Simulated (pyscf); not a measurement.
Optimised with ωB97X-D3(BJ)/def2-SVP in PySCF.

Q: O=B–Cl + H₂ -> HB=O + HCl
Surface: singlet. Broken: B–Cl, H–H. Formed: B–H, Cl–H. Give ΔE‡ and ΔE from ωB97M-D3(BJ)/def2-TZVP, relative to the separated reactants.

A: ΔE‡ = 53.7 kcal/mol, ΔE = +8.1 kcal/mol. Zero-point energy shifts the barrier by +2.2 kcal/mol. It is a four-centre exchange, with an imaginary mode of 1386i cm⁻¹. This is the saddle that the search found; another between the same sides may lie lower.
